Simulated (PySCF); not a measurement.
C4H5F2 (doublet state).
Atom-mapped SMILES: `[CH2:1]=[CH:2][C:3]([F:4])[CH2:5][F:6]` (hydrogens: H7, H8 on C1; H9 on C2; H10, H11 on C5)

Structure used (GFN2-xTB), in Å, numbered top down from 1:
```
atom  x, y, z in Å
C1     2.075   -0.088   -0.147
C2     0.759   -0.455   -0.087
C3    -0.292    0.413    0.111
F4    -0.069    1.739    0.261
C5    -1.744    0.076    0.191
F6    -1.949   -1.265    0.043
H7     2.369    0.941   -0.039
H8     2.846   -0.818   -0.304
H9     0.483   -1.494   -0.198
H10   -2.162    0.368    1.166
H11   -2.311    0.586   -0.602
```

The hyperfine couplings belong to this conformer and change with its torsions.

Theory: PySCF, UKS B3LYP, pcH-1 on C F H, non-relativistic, mean-field spin-orbit, GIAO. The structure is a single GFN2-xTB conformer in the gas phase; no vibrational or solvent corrections. The geometry wasn't refined by DFT: couplings that depend on bond lengths, twists or pyramidal angles can differ widely from those at the functional's own minimum. The SCF solution wasn't tested for stability. ⟨S²⟩ is 0.775 where a pure state has 0.75.

Task: The isotropic 13C couplings are +67.5, +54.0, -48.2, -26.5 MHz. Assign them to C1; C2; C3; C5.

Result: 
```json
{"site": "C1", "a_iso (MHz)": "+54.0", "ρ(0) (bohr⁻³)": "+0.0480", "position": "largest spin population", "distance from C1 (Å)": "0.00", "spin population": "+0.68", "largest |T| (MHz)": "100.6"}
{"site": "C2", "a_iso (MHz)": "-48.2", "ρ(0) (bohr⁻³)": "-0.0429", "position": "1 bond from C1", "distance from C1 (Å)": "1.37", "spin population": "-0.25", "largest |T| (MHz)": "28.3"}
{"site": "C3", "a_iso (MHz)": "+67.5", "ρ(0) (bohr⁻³)": "+0.0600", "position": "a main spin site", "distance from C1 (Å)": "2.43", "spin population": "+0.57", "largest |T| (MHz)": "110.6"}
{"site": "C5", "a_iso (MHz)": "-26.5", "ρ(0) (bohr⁻³)": "-0.0236", "position": "1 bond from C3", "distance from C1 (Å)": "3.84", "spin population": "-0.05", "largest |T| (MHz)": "1.1"}
```

Task: The isotropic 19F couplings are +80.7, -5.1 MHz. Assign them to F4; F6.

Result: 
```json
{"site": "F4", "a_iso (MHz)": "+80.7", "ρ(0) (bohr⁻³)": "+0.0192", "position": "1 bond from C3", "distance from C1 (Å)": "2.85", "bound to": "C3", "spin population there": "+0.57", "largest |T| (MHz)": "260.0"}
{"site": "F6", "a_iso (MHz)": "-5.1", "ρ(0) (bohr⁻³)": "-0.0012", "position": "2 bonds from C3", "distance from C1 (Å)": "4.20", "bound to": "C5", "spin population there": "-0.05", "largest |T| (MHz)": "7.1"}
```

ρ(0) is the spin density at the nucleus and T the dipolar tensor; entries for several nuclei are means. Largest spin populations (Mulliken): C1 (+0.68), C3 (+0.57) and C2 (-0.25). The positive populations add up to 1.35 and the negative ones to -0.35, together 2S = 1. The angles at C1 add up to 360.0°, so it is planar; its axial dipolar tensor and the negative couplings of its protons fit spin in a p orbital normal to that plane. Main spin sites, with 60 % or more of the largest population: C1, C3; positions count bonds from the nearest.

β density exceeds α density at some nuclei, such as C2 (-0.0429), C5 (-0.0236) and H8 (-0.0094), spin density in bohr⁻³. In a single determinant that takes different orbitals for the two spins, that is spin polarisation.

Nuclei that the bonding pattern makes equivalent are averaged, as if the motion that swaps them (rotation, inversion, ring flip) were fast.

The SMILES `C=C[C](F)CF` draws the unpaired electron on C3, whose computed spin population is only +0.57.
